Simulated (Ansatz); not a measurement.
Ansatz (a program for electronic structure) input (HF/STO-3G):

Ansatz 0.2 input:
```yaml
crystal:
  periodic: [false, false, false]
  atoms:
    - {symbol: C, position_ang: [0.04331652, 0.08857560, -0.05016834]}
    - {symbol: O, position_ang: [0.28420037, 1.16326135, -0.56413326]}
    - {symbol: O, position_ang: [-1.17571396, -0.20940703, 0.47575220]}
    - {symbol: H, position_ang: [-1.73368907, 0.57233750, 0.34585940]}
    - {symbol: C, position_ang: [0.98613656, -0.99360220, 0.07293969]}
    - {symbol: H, position_ang: [0.70810696, -1.92539382, 0.54158403]}
    - {symbol: H, position_ang: [1.98097231, -0.84761866, -0.31702305]}
basis:
  gaussian:
    orbitals: STO-3G
hamiltonian:
  xc: {name: HF}
magnetization: {spin_polarized: true, initial_magnetization: 1}
relax: {f_tol: 0.003, max_steps: 120}
```

Question: Predict the final energy.

Answer: -224.19694 Eh.

The determinant is spin-contaminated: <S^2> is 1.14 against 0.75 for a pure state.
